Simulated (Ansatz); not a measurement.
The same path of H3MgOS (6 atoms, charge 1, multiplicity 1) was run twice with different band settings. The coordinate that changes most is the height of S3 over the plane of its neighbours.

The calculation used Ansatz, RKS PBE-D4/def2-TZVP.

Relaxed end points:

```xyz
6
Properties=species:S:1:pos:R:3
Mg -1.755 -0.236 -0.767
O 0.002 -0.064 -0.028
S 1.452 -0.305 0.427
H -3.294 -0.366 -1.405
H 2.122 0.837 0.038
H 1.472 0.134 1.736
```

```xyz
6
Properties=species:S:1:pos:R:3
Mg -1.755 -0.233 -0.766
O -0.034 0.065 0.014
S 1.193 0.660 0.728
H -3.253 -0.516 -1.453
H 2.249 0.363 -0.111
H 1.600 -0.339 1.589
```

Common settings: spring 5.0 eV/Å²; optimiser quadratic models (default); start path through a guess of the saddle point; force threshold 0.05 eV/Å; iteration limit 60; end points relaxed.

| run | movable images | climbing image |
| --- | --- | --- |
| 1 | 9 | yes |
| 2 | 8 | no |

(1) What does each run give, and how far can it be trusted?

Answers

(1) Run 1: converged after 8 iterations, highest image 1.701 eV above the first end. A vibrational analysis at the climbing image gives one clearly imaginary mode, 1194i cm⁻¹: a first-order saddle point.
Run 2: converged after 6 iterations, highest image 1.650 eV above the first end. No image climbed, so the highest image needn't sit at the top of the path.
